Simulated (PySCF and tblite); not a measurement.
Results of a calculation; reference values are marked as such.
C₃H₆F₂, numbered as in [CH3:1][C@H:2]([F:3])[CH2:4][F:5]. Search: ETKDG and KDG, MMFF94s, GFN2-xTB, 90 starts; geometries at PBE0-D3(BJ)/def2-SVP. Weights use PBE0-D3(BJ)/def2-TZVP energies plus GFN2-xTB zero-point and thermal terms (modes under about 100 cm⁻¹ blended into free rotors). Symmetry numbers and mirror images are counted. Conformers within 4 kcal/mol (GFN2-xTB free energy) were kept, 5 at most. GIAO shieldings: PBE0/pcSseg-1. Shifts are against TMS (¹H), TMS (¹³C), CFCl3 (¹⁹F) at the same level; of two unlike H on one atom, a is the less shielded. (PySCF 2.14, tblite 0.8.)

Torsions listed: F3–C2–C4–F5.

| conformer | shape | point group | mirror pair | ΔE(DFT) | Δ(G−E) at 400 K | δ H4b (ppm) |
| --- | --- | --- | --- | --- | --- | --- |
| 1 | -74° | C1 | no | 0.00 | 0.00 | 4.84 |
| 2 | 68° | C1 | no | 0.00 | -0.09 | 4.12 |
| 3 | 176° | C1 | no | 0.28 | -0.11 | 3.98 |

Energies in kcal/mol; the thermal term leaves out symmetry numbers and mirror images.

Task: Work out the weights at 400 K and the ¹H shift of H4b under fast exchange.

Result: RT = 0.795 kcal/mol. Each conformer gets RT ln(σ/g), with σ the rotational symmetry number and g = 2 for a mirror pair: 1: σ = 1, g = 1, G = 0.00 + 0.00 + 0.00 = 0.00, 0.09 above the lowest, exp(−ΔG/RT) = 0.897; 2: σ = 1, g = 1, G = 0.00 − 0.09 + 0.00 = -0.09, 0.00 above the lowest, exp(−ΔG/RT) = 1.000; 3: σ = 1, g = 1, G = 0.28 − 0.11 + 0.00 = 0.18, 0.26 above the lowest, exp(−ΔG/RT) = 0.718. The sum is 2.616, so the weights are 34.3, 38.2, 27.5 %. The averaged shift is 4.33 ppm. At 298.15 K it is 4.34 ppm. At 298.15 K the leading conformer alone gives 4.12 ppm and bare DFT energies give 4.36 ppm.
